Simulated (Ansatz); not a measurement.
For Cs2SnI6 (Fm-3m, No. 225), LDA (Ansatz, a program for electronic structure, plane waves, PAW) gives:

```
Quantity                     Value
------------------  --------------
lattice constant a        11.282 Å
formation enthalpy  -0.920 eV/atom
```

Q: What does PBEsol (PAW; Ansatz) give for the same quantities?

A: 
- lattice constant a: 11.560 Å (grows by 2.5 %)
- formation enthalpy: -0.916 eV/atom (moves by +0.004 eV/atom)

For comparison: lattice constant a 11.628 Å (measured, 293 K, copied from a table, unchecked, no zero-point or thermal correction; as tabulated in Inorganic Chemistry 52, 9019 (2013)).

Changes are worked out from the printed values.

Unless a cell is named, each level is at its own relaxed cell (LDA 39.89, PBEsol 42.91 Å³/atom).

Levels without +SOC leave out spin–orbit coupling, which shifts energies and cells of such heavy elements.

Ansatz's density-functional and Hartree–Fock values are scalar-relativistic unless marked +SOC, with PAW data made under PBE.
